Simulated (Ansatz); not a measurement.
# C3H5O: rigid scan of one bond length in Python

How does the energy of C3H5O change as one bond is stretched? The task is a rigid scan of one bond length, for C3H5O.

Computed with Ansatz 0.2.0 through its Python package. Level of theory: Hartree-Fock/def2-SVP.

## Step 1: The system

Bond lengths: C1–C2 1.479 Å, C2–C3 1.443 Å, C3–O4 1.256 Å, C1–H5 1.111 Å, C1–H6 1.168 Å, C1–H7 1.106 Å, C2–H8 1.103 Å, C2–H9 1.079 Å. Angles: C1–C2–C3 108.9°, C1–C2–H8 109.1°, C1–C2–H9 112.3°, C3–C2–H8 109.2°, C3–C2–H9 110.1°, H8–C2–H9 107.3°, C2–C1–H5 114.2°, C2–C1–H6 109.7°, C2–C1–H7 114.4°, H5–C1–H6 104.2°, H5–C1–H7 108.7°, H6–C1–H7 104.6°, C2–C3–O4 175.9°.

The script holds or builds the structure itself.

## Step 2: The code

File scan_c3h5o.py:

```python
"""Potential curve of C3H5O along one bond."""

import warnings

import ansatz as az
from ase import Atoms
import matplotlib.pyplot as plt
import numpy as np

warnings.simplefilter("ignore", az.DeckWarning)

atoms = Atoms(["C", "C", "C", "O", "H", "H", "H", "H", "H"], positions=[
    (-0.2556, 0.7207, -0.5665),
    (-0.2397, -0.2743, 0.5282),
    (0.8894, -1.1535, 0.3428),
    (1.9246, -1.853, 0.2152),
    (-0.39, 0.2828, -1.5788),
    (-1.1724, 1.433, -0.438),
    (0.6209, 1.3949, -0.585),
    (-0.1359, 0.2509, 1.4923),
    (-1.1528, -0.8477, 0.5727),
])
c3h5o = az.Crystal.molecule_from_ase(atoms)

symbols = [site.symbol for site in c3h5o.cartesian_sites]
start = np.array([site.position_ang for site in c3h5o.cartesian_sites])
axis = (start[2] - start[1]) / np.linalg.norm(start[2] - start[1])
moving = [2, 3]
lengths, energies = [1.27, 1.328, 1.385, 1.443, 1.501, 1.558, 1.616, 1.703], []
for length in lengths:
    xyz = start.copy()
    xyz[moving] += (length - np.linalg.norm(start[2] - start[1])) * axis
    point = az.Crystal.molecule()
    for symbol, xyz in zip(symbols, xyz):
        point = point.atom(symbol, xyz.tolist())
    setup = point.calculation()
    setup = setup.basis(gaussian="def2-SVP")
    setup = setup.functional("HF").spin("collinear", total=1)
    rep = setup.run(threads=1).report
    energies.append(rep["free_energy_ev"])
    print(f"r = {length:6.3f} A  E = {energies[-1]:.5f} eV  <S^2> = {abs(rep['mean_field']['state']['spin_squared']):.3f}")

# quartic fit about the minimum
fit = np.polynomial.Polynomial.fit(lengths, np.array(energies) - min(energies), 4).convert()
roots = [r.real for r in fit.deriv().roots() if abs(r.imag) < 1e-9 and fit.deriv(2)(r.real) > 0]
r_e = min(roots, key=lambda r: abs(r - lengths[int(np.argmin(energies))]))
print(f"minimum of the fit at {r_e:.4f} A, force constant {fit.deriv(2)(r_e):.2f} eV/A^2")
plt.figure(figsize=(4.5, 3))
plt.plot(lengths, np.array(energies) - min(energies), "o-")
plt.xlabel("bond length (A)")
plt.ylabel("E - E(min) (eV)")
plt.tight_layout()
plt.savefig("scan.png", dpi=100)
```

## Step 3: What the engine is handed

The package turns the script's settings into the engine's input (first run):

```yaml
crystal:
  periodic: [false, false, false]
  atoms:
    - { symbol: C, position_ang: [-0.2556, 0.7207, -0.5665] }
    - { symbol: C, position_ang: [-0.2397, -0.2743, 0.5282] }
    - { symbol: C, position_ang: [0.7540371057407673, -1.0480965311905788, 0.3650268006338338] }
    - { symbol: O, position_ang: [1.7892371057407674, -1.7475965311905788, 0.2374268006338338] }
    - { symbol: H, position_ang: [-0.39, 0.2828, -1.5788] }
    - { symbol: H, position_ang: [-1.1724, 1.433, -0.438] }
    - { symbol: H, position_ang: [0.6209, 1.3949, -0.585] }
    - { symbol: H, position_ang: [-0.1359, 0.2509, 1.4923] }
    - { symbol: H, position_ang: [-1.1528, -0.8477, 0.5727] }
basis:
  gaussian:
    orbitals: def2-SVP
hamiltonian:
  xc: hf
magnetization:
  spin_polarized: true
  initial_magnetization: 1.0
```

## Step 4: The run

On the command line:

```bash
> python scan_c3h5o.py
```

Q: Predict the main results. Wanted: range of energy; lowest point, distance.

The runs gave:

| quantity | value |
| --- | --- |
| bond length at the fit's minimum | 1.4769 Å |
| runs compared | 8 |
| range of energy | 0.977 eV |
| lowest point, distance (Å) | 1.50 |

What this shows: The curve has its lowest point inside the range, at 1.50. The ends stand 0.977 and 0.522 eV above it. The distance scanned is the script's pair 1, 2. The rest of the molecule is held rigid at a force-field or estimated start geometry, and the basis set is modest; single-reference methods fail as a bond breaks. The species is open-shell (spin multiplicity 2).
